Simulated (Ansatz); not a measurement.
# SiH₄O (triplet): the correlation ladder at distance Si1–H5 along a hydrogen transfer = 1.796 Å, cc-pVDZ

One table from this session's results is given with a row withheld; the runs are named, their logs left out.

Computed with Ansatz 0.2.0, Gaussian basis. Level: cc-pVDZ, core rule «outside noble gas», up to 6 orbitals frozen.

The runs, in order: UHF; CCSD(T) on ROHF; CCSD(T) on UHF; BCCD(T) on ROHF; CISD; CCSDT(Q) on ROHF; CCSDT(Q) on UHF; CASSCF and MRCISD+Q, 4 electrons in 4 orbitals; CASSCF and NEVPT2, 4 electrons in 4 orbitals.

10 further runs of the same task are left out: 1 for a mislabelled method, 9 that didn't finish.

**The geometry**

The geometry derives from fragments relaxed apart (PBE0/def2-TZVP) and kept rigid, so it is no stationary point. A hydrogen atom is moved between rigid fragments.

6 atoms, charge 0, spin multiplicity 3.

Atoms are counted from 1 here; the program's logs count them from 0.

Bond lengths: Si1–H2 1.485 Å, Si1–H3 1.485 Å, Si1–H4 1.485 Å, H5–O6 1.042 Å. Angles: H2–Si1–H3 109.5°, H2–Si1–H4 109.5°, H3–Si1–H4 109.5°.

Set-up of the first run:

Input file in.yaml:

```yaml
crystal:
  periodic: [false, false, false]
  atoms:
    - {symbol: Si, position_ang: [-0.950194, 0.000000, 0.000000]}
    - {symbol: H, position_ang: [-1.445066, 1.399708, 0.000000]}
    - {symbol: H, position_ang: [-1.445065, -0.699854, 1.212183]}
    - {symbol: H, position_ang: [-1.445066, -0.699854, -1.212183]}
    - {symbol: H, position_ang: [0.845806, 0.000000, 0.000000]}
    - {symbol: O, position_ang: [1.887806, 0.000000, 0.000000]}
basis:
  gaussian: {orbitals: cc-pVDZ}
magnetization: {spin_polarized: true, initial_magnetization: 2}
hamiltonian: {xc: hf}
output: {orbitals: {seedname: orbitals}}
```

Launch:

```sh
$ ansatz run in.yaml --threads 1 --pin off --events-out ev --progress --plain --max-ram 2393MiB
```

Steps of the session up to this table: UHF; CCSD(T) on ROHF; CCSD(T) on UHF; BCCD(T) on ROHF; CISD; CCSDT(Q) on ROHF; CCSDT(Q) on UHF; CASSCF and MRCISD+Q, 4 electrons in 4 orbitals; CASSCF and NEVPT2, 4 electrons in 4 orbitals.

One of the session's tables, all rows but one given; the rest of the session is left out.

| method | from UCCSDT(Q) (kcal/mol) |
| --- | --- |
| ROHF | +194.34 |
| UHF | +188.43 |
| RMP2 | +29.58 |
| UMP2 | +30.34 |
| CISD | +19.62 |
| RCCSD | +4.16 |
| UCCSD | +4.04 |
| RCCSD(T) | +0.85 |
| UCCSD(T) | +0.84 |
| BCCD(T) | +0.84 |
| RCCSDT | +0.26 |
| UCCSDT | +0.24 |
| RCCSDT(Q) | +0.03 |
| UCCSDT(Q) | 0 |
| CASSCF pair | ? |
| NEVPT2 pair | +29.40 |
| MRCISD pair | +17.18 |
| MRCISD+Q pair | +1.89 |

Estimate the missing values for CASSCF pair.

**Answer.** from UCCSDT(Q) (kcal/mol): +177.87. In the column «from UCCSDT(Q) (kcal/mol)» it lies between UMP2 (+30.34) and UHF (+188.43).

To keep in mind: Restricted and unrestricted rows rest on different reference determinants; where their highest levels disagree by more than a few hundredths of an eV, they describe different states and don't form one ladder.
